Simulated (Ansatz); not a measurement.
The input, for Ansatz 0.2.0:

```yaml
crystal:
  periodic: [false, false, false]
  atoms:
    - {symbol: B, position_ang: [0.000000, 0.000000, 1.051329]}
    - {symbol: Al, position_ang: [0.000000, 0.000000, -0.857484]}
    - {symbol: H, position_ang: [0.000000, 0.000000, 2.234417]}
    - {symbol: H, position_ang: [0.000000, 0.000000, -2.428262]}
basis:
  gaussian: {orbitals: 6-31G}
magnetization: {spin_polarized: false, initial_magnetization: 4}
correlation: {method: ccsdt_q, electrons: outside_noble_gas}
```

```sh
$ ansatz run in.yaml --threads 1 --pin off --events-out ev --progress --plain --max-ram 2393MiB
```

The program prints:

```
539 factors; integrals over basis functions are off by at most 7.8e-8 eV
mean field evaluation 1: about -7274.9293 eV, gradient 7.8e0 eV
mean field evaluation 2: about -7274.9353 eV, gradient 7.8e0 eV
mean field evaluation 4: about -7276.0346 eV, gradient 2.0e0 eV
mean field evaluation 8: about -7276.1346 eV, gradient 1.5e-1 eV
mean field evaluation 16: about -7275.8196 eV, gradient 3.3e0 eV
mean field evaluation 32: about -7276.0023 eV, gradient 3.7e-1 eV
mean field evaluation 64: about -7275.9642 eV, gradient 4.7e-2 eV
mean field evaluation 96: about -7275.4399 eV, gradient 5.8e0 eV
mean field evaluation 128: about -7273.6411 eV, gradient 3.2e-2 eV
mean field evaluation 160: about -7270.4438 eV, gradient 1.3e1 eV
...
mean field -7276.13651542 eV, -267.3930849992 hartree, gradient 2.5e-6 eV, S^2 6.000000; 12 other end points of the search recorded, 0 dependent functions left out
...
determinant -7276.13651542 eV, -267.3930849992 hartree, with singles and doubles -7278.82558348 eV, -267.4919064277 hartree
determinant -7276.09000841 eV, -267.3913758982 hartree, with singles and doubles -7278.58220033 eV, -267.4829622619 hartree
determinant -7276.08866063 eV, -267.3913263681 hartree, with singles and doubles -7278.68855357 eV, -267.4868706714 hartree
determinant -7275.96198228 eV, -267.3866710246 hartree, with singles and doubles -7278.25235362 eV, -267.4708406190 hartree
determinant -7273.64114824 eV, -267.3013819466 hartree, with singles and doubles -7275.64290405 eV, -267.3749451161 hartree
determinant -7272.83232692 eV, -267.2716583114 hartree, with singles and doubles -7275.64030977 eV, -267.3748497779 hartree
determinant -7276.13651542 eV, -267.3930849992 hartree, with singles and doubles -7278.82636645 eV, -267.4919352012 hartree
determinant -7276.09000841 eV, -267.3913758982 hartree, with singles and doubles -7278.79947604 eV, -267.4909469969 hartree
determinant -7276.08866063 eV, -267.3913263681 hartree, with singles and doubles -7278.80737682 eV, -267.4912373454 hartree
...
6 core orbitals not correlated: weight in the atoms' cores, before any rotation towards them, 1.000 or more for the frozen orbitals, at most 0.000 for the correlated occupied ones
reference -7276.13651542 eV, -267.3930849992 hartree; 6, 2 occupied and 14, 18 virtual orbitals, 539 factors
second order -1.76999361 eV of doubles, -0.06770560 eV of singles
...
cycle  10  -2.82048983 eV  change    3.2e-4 eV  update   4.1e-4
cycle  11  -2.82062924 eV  change   -1.4e-4 eV  update   2.1e-4
cycle  12  -2.82061332 eV  change    1.6e-5 eV  update   1.1e-4
cycle  13  -2.82064340 eV  change   -3.0e-5 eV  update   5.0e-5
cycle  14  -2.82060693 eV  change    3.6e-5 eV  update   2.4e-5
cycle  15  -2.82059045 eV  change    1.6e-5 eV  update   1.0e-5
cycle  16  -2.82059109 eV  change   -6.4e-7 eV  update   4.5e-6
cycle  17  -2.82059202 eV  change   -9.3e-7 eV  update   2.0e-6
cycle  18  -2.82059388 eV  change   -1.9e-6 eV  update   9.5e-7
cycle  19  -2.82059399 eV  change   -1.1e-7 eV  update   4.9e-7
perturbative correction -0.00758527 eV, -0.0002787535 hartree
Total energy: -7278.96469468 eV, -267.4970186699 hartree
```

The T1 diagnostic is 0.070.

For the same geometry and basis full CI lies 2.7 meV lower.

Ran on 1 thread of AMD EPYC 7B13, shared host: 5 s wall, 0.12 GiB peak host memory.
